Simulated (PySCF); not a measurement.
Gas-phase reaction: AlF2OH + 2 AlClF → AlCl2OH + 2 AlF2

Computed with PySCF and rigid-rotor harmonic-oscillator thermochemistry at 1 bar. † marks an energy on the PBE0/def2-TZVP geometry and frequencies. CCSD(T) freezes the core. Open shells (unrestricted): AlClF (multiplicity 2), AlF2 (multiplicity 2); the rest are closed-shell singlets. AlF2OH, AlCl2OH: computed as isolated molecules; such fragments, hydroxides, amides, oligomers or adducts are transient or little studied in the gas. CCSD(T) isn't extrapolated to the basis-set limit; its ΔH°(298 K) is 5.5 kJ in def2-SVP and 2.3 kJ in def2-TZVPP. The harmonic model lacks anharmonicity and excited electronic states, which grow with temperature; levels with a mode under 35 cm⁻¹ are left out.

ΔH° and ΔS° at 298 K: CCSD(T)/def2-SVP† 5 kJ, -12 J/K; CCSD(T)/def2-TZVPP† 2 kJ, -12 J/K; HF/def2-TZVP† 3 kJ, -12 J/K.

Q: With the heat capacities included, give log10 K (1 bar) at 500, 800, 1000, 1600, 2500 K from CCSD(T)/def2-SVP†, CCSD(T)/def2-TZVPP†, HF/def2-TZVP†.

A: 
```
T (K)  CCSD(T)/def2-SVP†  CCSD(T)/def2-TZVPP†  HF/def2-TZVP†
-----  -----------------  -------------------  -------------
500                 -1.2                 -0.9           -0.9
800                 -1.0                 -0.8           -0.8
1000                -0.9                 -0.7           -0.8
1600                -0.8                 -0.7           -0.7
2500                -0.7                 -0.7           -0.7
```
